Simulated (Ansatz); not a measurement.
Process, species as SMILES: O=CO + 3 [H][H] (H2) → C (CH4) + 2 O (H2O)
B3LYP-D3(BJ)/def2-TZVP geometries, fixed; electronic energies without zero-point terms.
Largest species:
```
C
O 1 1.1967
O 1 1.3439 2 125.18
H 3 0.9719 1 107.71 2 0.00
H 1 1.0974 2 125.25 3 -180.00
```

Effect of a fitting basis named in the input at PBE0/cc-pVTZ with Ansatz (a quantum-chemistry and plane-wave program), against the last row, where the energy of full hydrogenation is -53.78 kcal/mol. Species with rotatable bonds are taken in one conformer. The default fits or decomposes integrals by the program's own choice; accuracy: high also tightens integrals, grids and stops.

| setting | largest shift of a total energy (mEh) | shift of the energy of full hydrogenation (kcal/mol) |
|---|---|---|
| fitting: def2-SV(P)-JKFIT | -0.044 | -0.018 |
| fitting: def2-universal-JKFIT | -0.044 | -0.018 |
| fitting: cc-pVTZ-JKFIT | -0.013 | -0.020 |
| fitting: cc-pVQZ-JKFIT | -0.012 | -0.004 |
| fitting: cc-pV5Z-JKFIT | -0.011 | 0.001 |
| accuracy: high | -0.005 | 0.000 |
| accuracy: medium (default) | 0.000 | 0.000 |

Within 0.02 kcal/mol in the energy of full hydrogenation: fitting: def2-SV(P)-JKFIT; fitting: def2-universal-JKFIT; fitting: cc-pVTZ-JKFIT; fitting: cc-pVQZ-JKFIT; fitting: cc-pV5Z-JKFIT; accuracy: high. The largest shift is 0.044 mEh in a total energy and 0.020 kcal/mol in the difference.
